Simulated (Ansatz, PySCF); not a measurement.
System: C3H7O, charge 0, multiplicity 2. It need not be the lowest isomer of its formula. 
Geometry from a B3LYP-D3(BJ)/def2-TZVP (Ansatz, a program for electronic structure) optimisation:
SMILES: C[CH]OC
```xyz
11

O      0.0523    -0.6706     0.1071
C     -0.0603     0.6776    -0.0442
C      1.3727    -1.1799     0.0162
C     -1.4467     1.1966    -0.0072
H      0.7128     1.1611    -0.6368
H      1.3058    -2.2608     0.1190
H      1.8188    -0.9338    -0.9534
H      2.0015    -0.7731     0.8135
H     -2.0459     0.8526    -0.8637
H     -1.9639     0.8656     0.8972
H     -1.4418     2.2870    -0.0213
```
Charge 0, spin multiplicity 2.

Dipole moments at this geometry, in debye (magnitudes).

```
level                 program  dipole (D)
--------------------  -------  ----------
HF/def2-TZVPD           PySCF        1.22
SVWN5/def2-TZVPD       Ansatz        1.00
PBE/def2-TZVPD         Ansatz        0.99
BLYP/def2-TZVPD        Ansatz        1.02
B97M-V/def2-TZVPD      Ansatz        0.97
PBE0/def2-TZVPD         PySCF        1.05
BHLYP/def2-TZVPD       Ansatz        1.14
r2SCANh/def2-TZVPD     Ansatz        1.03
r2SCAN0/def2-TZVPD     Ansatz        1.06
M06-2X/def2-TZVPD       PySCF        1.09
CAM-B3LYP/def2-TZVPD   Ansatz        1.11
LC-wPBE/def2-TZVPD     Ansatz        1.13
wB97X-V/def2-TZVPD     Ansatz        1.10
```
